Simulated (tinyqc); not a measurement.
Ways to converge the cycle: SCF convergence aids in the sto-3g basis, for NH3+, spin multiplicity 2. Computed by the program tinyqc with PySCF. 

Geometry (angstrom):
```
atom        x        y       z
N      0.0000   0.0000  0.3970
H      0.9020   0.0000  0.0000
H     -0.4510   0.7810  0.0000
H     -0.4510  -0.7810  0.0000
```

lowest solution found by these runs and by PySCF with stability checks = -55.155720 hartree

UHF with one setting changed at a time; a run stops when the energy changes by less than 1e-09 hartree and the error matrix is below 1e-5. The start is the core Hamiltonian. Damping d keeps d of the old density; a shift (hartree) raises the virtual levels; DIIS n extrapolates F over n matrices.

Largest element of the error matrix X^T (FDS - SDF) X:
```
iteration    plain  damping 0.3  damping 0.6  shift 0.4   DIIS 3   DIIS 8
1          3.9e-01      3.9e-01      3.9e-01    3.9e-01  3.9e-01  3.9e-01
2          5.3e-02      1.2e-01      2.5e-01    1.4e-01  5.3e-02  5.3e-02
3          1.8e-02      4.0e-02      1.6e-01    3.1e-02  2.1e-02  2.1e-02
4          7.1e-03      2.3e-02      9.5e-02    1.7e-02  4.5e-03  4.5e-03
5          3.0e-03      1.3e-02      5.7e-02    9.4e-03  8.2e-04  6.1e-04
6          1.3e-03      7.7e-03      3.4e-02    5.2e-03  2.3e-04  2.4e-04
8          2.4e-04      2.7e-03      1.7e-02    1.6e-03  3.7e-05  1.1e-05
10         7.8e-05      9.4e-04      1.0e-02    4.9e-04  1.1e-06        -
14         1.2e-05      1.2e-04      3.4e-03    5.5e-05        -        -
20               -      1.5e-05      7.0e-04    6.7e-06        -        -
30               -            -      5.1e-05          -        -        -
```

How each run ends:
```
run          iterations  E (hartree)         state
plain                16   -55.155720  lowest found
damping 0.3          23   -55.155720  lowest found
damping 0.6          44   -55.155720  lowest found
shift 0.4            20   -55.155720  lowest found
DIIS 3               10   -55.155720  lowest found
DIIS 8                9   -55.155720  lowest found
```

6 of 6 runs reach the lowest solution found, in 9 to 44 iterations (fastest: DIIS 8). Plain steps already contract here, so damping only slows them. DIIS 3 and DIIS 8 gain by cancelling the error over several earlier matrices, much as a quasi-Newton step does.
